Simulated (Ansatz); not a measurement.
The input, for Ansatz 0.2.0:

```yaml
crystal:
  periodic: [false, false, false]
  atoms:
    - {symbol: Si, position_ang: [-1.583962, 0.000000, 0.000000]}
    - {symbol: H, position_ang: [-2.078834, 1.399708, 0.000000]}
    - {symbol: H, position_ang: [-2.078834, -0.699854, 1.212183]}
    - {symbol: H, position_ang: [-2.078834, -0.699854, -1.212182]}
    - {symbol: H, position_ang: [0.355038, 0.000000, 0.000000]}
    - {symbol: Si, position_ang: [1.795038, 0.000000, 0.000000]}
basis:
  gaussian: {orbitals: cc-pVDZ}
magnetization: {spin_polarized: false, initial_magnetization: 2}
correlation: {active_space: {ras: {orbitals: [5, 2, 39], electrons: 12, max_holes: 2, max_particles: 2}, fixed_orbitals: true}}
```

```sh
$ ansatz run in.yaml --threads 1 --pin off --events-out ev --progress --plain --max-ram 2393MiB
```

The program prints:

```
540 factors; integrals over basis functions are off by at most 1.3e-3 eV
mean field evaluation 1: about -15782.3093 eV, gradient 1.2e1 eV
mean field evaluation 2: about -15782.3117 eV, gradient 1.2e1 eV
mean field evaluation 4: about -15783.2357 eV, gradient 1.1e0 eV
mean field evaluation 8: about -15783.2425 eV, gradient 5.7e-4 eV
mean field evaluation 16: about -15782.9610 eV, gradient 9.0e-5 eV
mean field evaluation 32: about -15783.2425 eV, gradient 8.4e-7 eV
mean field -15783.24248816 eV, -580.0234631739 hartree, gradient 8.4e-7 eV, S^2 2.000000; 6 other end points of the search recorded, 0 dependent functions left out
reference -15783.24248816 eV, -580.0234631739 hartree; 17, 15 occupied and 39, 41 virtual orbitals, 540 factors
state -15788.93164590 eV, -580.2325358644 hartree
Total energy: -15788.93164590 eV, -580.2325358644 hartree
```

Natural occupations: 1.9748 1.9666 1.9666 1.9624 1.9298 0.9910 0.9910 0.0500 0.0195 0.0157 0.0157 0.0157 0.0086 0.0086 0.0082 0.0082 0.0067 0.0067 0.0066 0.0054 0.0054 0.0042 0.0042 0.0041.

For the same geometry and basis UCCSDT(Q) lies 833.5 meV lower.

Ran on 1 thread of Arm Neoverse V2, shared host: 3.9 s wall, 0.19 GiB peak host memory.
